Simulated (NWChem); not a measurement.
# Basis-set convergence for methanol (CH₄O)

SMILES: CO
```xyz
6

C      0.6112    -0.2343     0.0000
O     -0.6665     0.3635     0.0000
H      0.8129    -0.8644     0.9017
H      1.3620     0.5821     0.0000
H      0.8129    -0.8644    -0.9017
H     -1.3230    -0.3553     0.0000
```
Charge 0, spin multiplicity 1.

The numbers come from NWChem runs, not from measurements. Structure: optimised with PBE/def2-SVP, a minimum by its harmonic frequencies.

Quantity: vertical ionisation energy at the level ΔPBE0 (Δ: difference of total energies, the cation a doublet at the parent's geometry with its hole in an orbital of symmetry a" (Cs labels); it is the state that the SCF runs reached, from PBE0 orbitals for Hartree-Fock references, and need not be the lowest).

The Pople sets run with spherical d functions. No SCF solution was tested for a lower state.

Relative cost: rough, from shared machines, SCF included, 6-31+G* = 1.

```
basis        functions  vertical ionisation energy (eV)  relative cost
-----------  ---------  -------------------------------  -------------
6-31+G*             44                            10.81              1
cc-pVDZ             48                              [?]        under 3
pcseg-1             48                            10.80        under 3
def2-SVP            48                              [?]        under 3
aug-pcseg-1         82                              [?]        under 3
aug-cc-pVDZ         82                            10.80        under 3
def2-TZVP           86                            10.77        under 3
def2-TZVPP         118                            10.77              4
cc-pVQZ            230                            10.78             60
def2-QZVP          234                            10.80             70
```

What belongs in the gaps?


- cc-pVDZ, vertical ionisation energy (eV): 10.57
- def2-SVP, vertical ionisation energy (eV): 10.66
- aug-pcseg-1, vertical ionisation energy (eV): 10.84
